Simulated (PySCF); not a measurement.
Problem. Give a PBE0-D3(BJ)/def2-SVP geometry of `BBC` (CH6B2).

Solution. 
```xyz
9
CH6B2 angstrom
B      1.6547   -0.0562   -0.0369
B      0.0742   -0.3477    0.3490
C     -1.2130    0.3038   -0.2665
H      2.3096    0.8034    0.5156
H      2.2464   -0.7181   -0.8643
H     -0.1088   -1.1608    1.2422
H     -1.9455   -0.4749   -0.5394
H     -1.7018    0.8752    0.5455
H     -1.0631    0.9776   -1.1209
```

Any rigid rotation of these coordinates is as good. Atoms count from 1 in this order. B2 (three-coordinate boron) is planar (angles 128.3°, 116.1° and 115.5°, sum 360.0°, 0.01 Å off the plane of its three neighbours). B1 (three-coordinate boron) is planar (angles 122.3°, 122.0° and 115.7°, sum 360.0°, 0.01 Å off the plane of its three neighbours).

Bonds between heavy atoms (Å): B1–B2 1.653, B2–C3 1.568.

Theory: PBE0-D3(BJ)/def2-SVP geometry optimisation, gas phase in PySCF.

Point group: near Cs, missed by 0.21 Å at most; the miss may be what the optimiser left on a soft mode. No PBE0-D3(BJ)/def2-SVP frequencies stand behind this structure, so it isn't proved a minimum.
